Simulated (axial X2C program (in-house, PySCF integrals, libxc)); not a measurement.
**Which molecule has these constants?**

Computed with an in-house relativistic program for diatomic molecules, spin-free (one-electron X2C) or two-component (2c: spin–orbit coupling with atomic mean-field Coulomb and Gaunt terms, which also bring small scalar terms), in Dyall basis sets with cores contracted in-house; open shells are unrestricted.

A two-component PBE0 calculation in a Dyall 3-zeta basis gave Re = 1.887 Å, ωe = 705.2 cm⁻¹, De = 3.08 eV, Ω = 2.

Problem. Which molecule is it?
A. AlC⁻
B. SiC⁻
C. MgC⁻
D. CCl⁻
E. PC⁻

Solution. A. The others have SiC⁻ 1.675 Å and 1053.0 cm⁻¹ (Ω = 1/2); PC⁻ 1.598 Å and 1219.2 cm⁻¹ (Ω = 0); MgC⁻ 2.188 Å and 425.8 cm⁻¹ (Ω = 3/2); CCl⁻ 1.854 Å and 520.3 cm⁻¹ (Ω = 1).

Each entry is the lowest single determinant of a limited PBE0 search at one distance. De goes to single-determinant-based atoms at the same level (for ions the charge split of lowest energy) and is withheld (n/a) where an atom does not fit its ground term or J level. Main or longest-lived isotopes. One determinant is a doubtful description, or other states lie close, for AlC⁻, SiC⁻, MgC⁻, CCl⁻; these need not be ground states, and all values refer to the states named. Some open-shell Ω = 0 determinants are out of reach, so the Ω given for AlC⁻, CCl⁻ need not be the lowest component. With several unpaired electrons the Ω given is that of one determinant, not necessarily of the lowest component. Some light 2c atoms are not at their ground J level, so De misses part of their lowering (0.04 eV or less). The functionals have no current term, which raises determinants with orbital currents.
